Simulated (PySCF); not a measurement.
Level of theory: PBE-D3(BJ)/def2-TZVP // B3LYP-D3(BJ)/def2-TZVP in PySCF. Gas-phase values, no solvent. 

Reference species (SMILES): `C=C` (neutral, multiplicity 1).

- LUMO = -0.94 eV
- HOMO = -6.76 eV

Changed species: `C=CF` (X = fluoro; the reference has X = H).

Problem. Give the shifts of the LUMO and HOMO.

Solution. the LUMO increases by 0.12 eV, to -0.82 eV; the HOMO rises by 0.25 eV, to -6.51 eV.
